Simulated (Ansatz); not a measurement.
# fcc against bcc along the alkaline-earth metals

Computed with Ansatz 0.2.0, DFT, LDA (PW92), plane waves (420 eV) with PAW, scalar-relativistic. (PAW data from PBE, frozen cores regenerated.)

Each structure is relaxed within its symmetry, in the lowest magnetic state of the tried starts. Differences under about 8 meV lie within the error of the k-point mesh.

```json
{"element": "Be", "E(fcc) − E(bcc) (meV/atom)": "-21", "V(fcc) (Å³/atom)": "7.50", "V(bcc) (Å³/atom)": "7.47", "state of fcc": "spin not included", "state of bcc": "spin not included"}
{"element": "Mg", "E(fcc) − E(bcc) (meV/atom)": "-16", "V(fcc) (Å³/atom)": "21.78", "V(bcc) (Å³/atom)": "21.59", "state of fcc": "spin not included", "state of bcc": "spin not included"}
{"element": "Ca", "E(fcc) − E(bcc) (meV/atom)": "-12", "V(fcc) (Å³/atom)": "38.13", "V(bcc) (Å³/atom)": "37.81", "state of fcc": "spin not included", "state of bcc": "spin not included"}
{"element": "Sr", "E(fcc) − E(bcc) (meV/atom)": "2", "V(fcc) (Å³/atom)": "48.92", "V(bcc) (Å³/atom)": "47.83", "state of fcc": "spin not included", "state of bcc": "spin not included"}
```
